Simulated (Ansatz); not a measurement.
# SiH+ (triplet): the correlation ladder at distance Si1–H2 = 1.696 Å, cc-pVQZ

The task here is to estimate one member of a computed series from the others.

Program: Ansatz 0.2.0, Gaussian basis. Level of theory: cc-pVQZ, core rule «outside noble gas», up to 5 orbitals frozen. These are calculated values, not measurements.

To be run: UHF; CCSD(T) on ROHF; CCSD(T) on UHF; BCCD(T) on ROHF; CCSDT(Q) on ROHF; CCSDT(Q) on UHF; CASSCF and NEVPT2, 4 electrons in 5 orbitals; Full CI.

17 further runs of the same task are left out: 2 for a known fault of the program, 12 that didn't finish, 3 set aside as unsound or not needed.

## What is computed

The geometry derives from a PBE0/def2-TZVP stationary point (not a proven minimum). One bond is set to the value named and the two fragments are kept rigid.

2 atoms, charge 1, spin multiplicity 3.

Atoms are counted from 1 here; the program's logs count them from 0.

Bond lengths: Si1–H2 1.696 Å.

Set-up of the first run:

in.yaml

```yaml
crystal:
  periodic: [false, false, false]
  atoms:
    - {symbol: Si, position_ang: [0.000000, 0.000000, 0.000000]}
    - {symbol: H, position_ang: [0.000000, 0.000000, 1.696000]}
basis:
  gaussian: {orbitals: cc-pVQZ}
total_charge: 1
magnetization: {spin_polarized: true, initial_magnetization: 2}
hamiltonian: {xc: hf}
output: {orbitals: {seedname: orbitals}}
```

Command:

```
> ansatz run in.yaml --threads 1 --pin off --events-out ev --progress --plain --max-ram 2393MiB
```

Steps of the session up to this table: UHF; CCSD(T) on ROHF; CCSD(T) on UHF; BCCD(T) on ROHF; CCSDT(Q) on ROHF; CCSDT(Q) on UHF; CASSCF and NEVPT2, 4 electrons in 5 orbitals; Full CI.

One table of the session follows, with a row left open; its other results are not shown here.

| method | from FCI (kcal/mol) |
| --- | --- |
| ROHF | +51.21 |
| UHF | +46.03 |
| RMP2 | +13.30 |
| UMP2 | +13.17 |
| RCCSD | +2.04 |
| UCCSD | +1.76 |
| RCCSD(T) | +0.46 |
| UCCSD(T) | ? |
| BCCD(T) | +0.45 |
| RCCSDT | +0.03 |
| UCCSDT | -0.01 |
| RCCSDT(Q) | +0.01 |
| UCCSDT(Q) | -0.03 |
| CASSCF valence | +30.91 |
| NEVPT2 valence | +7.78 |
| FCI | 0 |

Q: Estimate the row for UCCSD(T) from the others.

**Answer.** from FCI (kcal/mol): +0.42. In the column «from FCI (kcal/mol)» it lies between RCCSDT (+0.03) and BCCD(T) (+0.45).

Among the levels timed on like hardware and quicker than the yardstick, those that no quicker one beats, quickest first: NEVPT2 valence (3.1 s, +7.78 kcal/mol); UCCSD(T) (3.5 s, +0.42 kcal/mol).

To keep in mind: The yardstick is full CI for this spin, exact in this basis with these frozen cores. Levels on UHF freeze UHF's core orbitals, full CI those of ROHF, so the U rows can settle a little off it for that reason alone. Restricted and unrestricted rows rest on different reference determinants; where their highest levels disagree by more than a few hundredths of an eV, they describe different states and don't form one ladder.
